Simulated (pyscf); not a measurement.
A first-order saddle from PySCF, ωB97X-D3(BJ)/def2-SVP:

```xyz
10

C     -1.1835     0.6484     0.4567
C     -0.0877    -0.1290    -0.1496
C      0.1784    -0.1717    -1.4635
H     -2.1642    -0.1499     0.6959
H     -0.9797     1.0483     1.4593
H     -1.6414     1.3976    -0.2040
H      0.5219    -0.7348     0.5330
H     -0.4055     0.4134    -2.1830
H      0.9910    -0.7866    -1.8616
H     -2.9642    -0.7364     0.8766
```
Charge 0, spin multiplicity 2.

Surface: doublet, charge 0. Lowest wavenumbers (cm⁻¹): 1563i, 160, 321, 417, 582.

### Question
Which two sides does it connect, and which bonds change?

### Answer
H₂C=CH–CH₃ + H• ⇌ •H₂C–CH=CH₂ + H₂, a hydrogen abstraction read from left to right: C–H broken and H–H formed. At ωB97M-D3(BJ)/def2-TZVP it lies +36.0 kJ/mol from the left side and +94.6 kJ/mol from the right (each side as separated species at their lowest minima found). One saddle was located; it need not be the lowest between these sides. The angle at the transferred H is 177°.
